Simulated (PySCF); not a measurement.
**Orbital picture of MgCl**

UHF at R = 2.233 Å; basis Mg def2-SVP, Cl def2-SVP; no relativity; PySCF 2.14. State: ²Σ⁺ (doublet), unpaired electrons σ ↑. Only the outer orbitals are listed, counted within each symmetry.

```csv
spin,orbital,occ.,ε (eV),on Mg (%),main shells (%)
α,7σ,1,-27.66,3,96 Cl s
α,8σ,1,-12.78,14,"84 Cl p, 12 Mg s"
α,3π,1,-11.39,7,93 Cl p
α,3π,1,-11.39,7,93 Cl p
α,9σ,1,-7.86,94,"69 Mg s, 24 Mg p"
α,4π,0,0.98,98,93 Mg p
α,4π,0,0.98,98,93 Mg p
α,10σ,0,2.66,104,"50 Mg p, 42 Mg s, 12 Mg d"
β,7σ,1,-27.50,3,96 Cl s
β,8σ,1,-12.36,12,"86 Cl p, 8 Mg s"
β,3π,1,-11.38,6,94 Cl p
β,3π,1,-11.38,6,94 Cl p
β,9σ,0,-0.09,97,"85 Mg s, 11 Mg p"
β,4π,0,2.12,98,96 Mg p
β,4π,0,2.12,98,96 Mg p
```

**Question.** Which are the highest filled and the lowest empty level, where do they sit, and how wide is the gap?

**Answer.** Highest filled α 9σ at -7.86 eV (in %: 69 Mg s, 24 Mg p); lowest empty β 9σ at -0.09 eV (in %: 85 Mg s, 11 Mg p); the gap at UHF is 7.77 eV.

```json
{
 "bond order (Mayer)": "0.96",
 "⟨S²⟩": "0.751",
 "charge on Mg (Mulliken, basis-dependent)": "0.47",
 "charge on Mg (Löwdin, basis-dependent)": "0.02",
 "dipole moment (positive dipole means Mg(−)Cl(+))": "-3.42 D",
 "polarisability along the bond": "49.4 bohr³",
 "polarisability across the bond": "60.4 bohr³"
}
```

Shares are Mulliken populations and can fall outside 0 to 100 %.

The state is the lowest determinant that a PBE0 search found; another state may lie lower at other levels.
